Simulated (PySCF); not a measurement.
C5H7F.
Cartesian coordinates in Å at the PBE0-D3(BJ)/def2-SVP level; atoms count from 1:
```
atom  x, y, z in Å
F1    -1.5423    2.3391   -0.1048
C2    -0.7619    1.2741    0.0353
C3     0.5458    1.2873    0.2946
C4     1.0773   -0.1172    0.3100
C5    -0.2001   -0.9868    0.3470
C6    -1.3402   -0.0898   -0.1625
H7     1.1455    2.1898    0.4206
H8     1.6823   -0.3164   -0.5938
H9     1.7377   -0.3187    1.1691
H10   -0.0983   -1.9154   -0.2314
H11   -0.4082   -1.2772    1.3881
H12   -1.5705   -0.2532   -1.2311
H13   -2.2859   -0.2257    0.3864
```

Jobs on this species (13 atoms, 46 electrons) with PySCF (density fitting). Hardware of each: an Arm Neoverse V1 with one thread, no GPU, shared host. Times come from a shared host and carry two figures at best. Peak memory is the resident size of the whole Python process, interpreter and libraries included.

```
                                                                 level and settings                                                          work  basis functions  SCF cycles  wall time  peak memory
 delta-SCF UKS SCAN, pcX-2 on the ionised atom, pcseg-1 elsewhere, non-relativistic                                 ΔSCF core ionisation, 6 holes              150           ?          ?            ?
     delta-SCF UKS PBE, pcX-2 on the ionised atom, pcseg-1 elsewhere, spin-free X2C                                 ΔSCF core ionisation, 6 holes              150           ?          ?            ?
    delta-SCF UKS PBE0, pcX-2 on the ionised atom, pcseg-1 elsewhere, spin-free X2C                                 ΔSCF core ionisation, 6 holes              150          91       42 s     0.67 GiB
      delta-SCF UKS HF, pcX-2 on the ionised atom, pcseg-1 elsewhere, spin-free X2C                                 ΔSCF core ionisation, 6 holes              150         104       26 s     0.52 GiB
    delta-SCF UKS SCAN, pcX-1 on the ionised atom, pcseg-1 elsewhere, spin-free X2C                                 ΔSCF core ionisation, 6 holes              129         109       35 s     0.52 GiB
    delta-SCF UKS SCAN, pcX-2 on the ionised atom, pcseg-1 elsewhere, spin-free X2C                                 ΔSCF core ionisation, 6 holes              150         110       44 s     0.53 GiB
   delta-SCF UKS B3LYP, pcX-2 on the ionised atom, pcseg-1 elsewhere, spin-free X2C                                 ΔSCF core ionisation, 6 holes              150          93       44 s     0.61 GiB
delta-SCF UKS SCAN, def2-TZVP on the ionised atom, pcseg-1 elsewhere, spin-free X2C                                 ΔSCF core ionisation, 6 holes              136         108       39 s     0.52 GiB
                                                 PBE0-D3(BJ)/def2-SVP, grid level 1  geometry optimisation from a GFN2-xTB start shaken at random              119          28       19 s     0.50 GiB
```

Task: Fill in the missing figures.

Result: 
- delta-SCF UKS SCAN, pcX-2 on the ionised atom, pcseg-1 elsewhere, non-relativistic; ΔSCF core ionisation, 6 holes: 41 s, 0.54 GiB, 110 SCF cycles
- delta-SCF UKS PBE, pcX-2 on the ionised atom, pcseg-1 elsewhere, spin-free X2C; ΔSCF core ionisation, 6 holes: 24 s, 0.55 GiB, 95 SCF cycles

Task: What do all jobs in the table cost together?

Result: About 5.2 min; the longest takes about 14 % of that, and about 2.3 times as long as the shortest.
